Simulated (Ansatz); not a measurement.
We consider A-type hexagonal La₂O₃, described by PBE (Ansatz, a program for electronic structure, plane waves, PAW).

Run with plane-wave cutoff 520 eV, 6×6×4 k mesh (along the axes of the cell as run), perturbation theory, force constants from a 6×6×2 q mesh, scalar-relativistic PAW data made under PBE.

Computed at the level's own relaxed cell. Harmonic vibrational thermodynamics at fixed volume:

```json
[
 {"T (K)": "100", "S_vib (J/K per mol of atoms)": "8.64", "C_V (J/K per mol of atoms)": "11.93", "F_vib (eV/atom)": "0.0415"},
 {"T (K)": "300", "S_vib (J/K per mol of atoms)": "?", "C_V (J/K per mol of atoms)": "?", "F_vib (eV/atom)": "?"},
 {"T (K)": "500", "S_vib (J/K per mol of atoms)": "?", "C_V (J/K per mol of atoms)": "?", "F_vib (eV/atom)": "?"},
 {"T (K)": "600", "S_vib (J/K per mol of atoms)": "?", "C_V (J/K per mol of atoms)": "?", "F_vib (eV/atom)": "?"},
 {"T (K)": "700", "S_vib (J/K per mol of atoms)": "?", "C_V (J/K per mol of atoms)": "?", "F_vib (eV/atom)": "?"},
 {"T (K)": "800", "S_vib (J/K per mol of atoms)": "?", "C_V (J/K per mol of atoms)": "?", "F_vib (eV/atom)": "?"},
 {"T (K)": "1000", "S_vib (J/K per mol of atoms)": "?", "C_V (J/K per mol of atoms)": "?", "F_vib (eV/atom)": "?"}
]
```

Q: Fill in the missing entries.

A: 
- 300, S_vib (J/K per mol of atoms): 27.78
- 300, C_V (J/K per mol of atoms): 21.81
- 300, F_vib (eV/atom): 0.0020
- 500, S_vib (J/K per mol of atoms): 39.47
- 500, C_V (J/K per mol of atoms): 23.69
- 500, F_vib (eV/atom): -0.0685
- 600, S_vib (J/K per mol of atoms): 43.82
- 600, C_V (J/K per mol of atoms): 24.06
- 600, F_vib (eV/atom): -0.1118
- 700, S_vib (J/K per mol of atoms): 47.55
- 700, C_V (J/K per mol of atoms): 24.29
- 700, F_vib (eV/atom): -0.1592
- 800, S_vib (J/K per mol of atoms): 50.80
- 800, C_V (J/K per mol of atoms): 24.44
- 800, F_vib (eV/atom): -0.2102
- 1000, S_vib (J/K per mol of atoms): 56.28
- 1000, C_V (J/K per mol of atoms): 24.62
- 1000, F_vib (eV/atom): -0.3214

The crystal is taken as a harmonic solid at every temperature: melting, phase changes and thermal expansion are not seen.
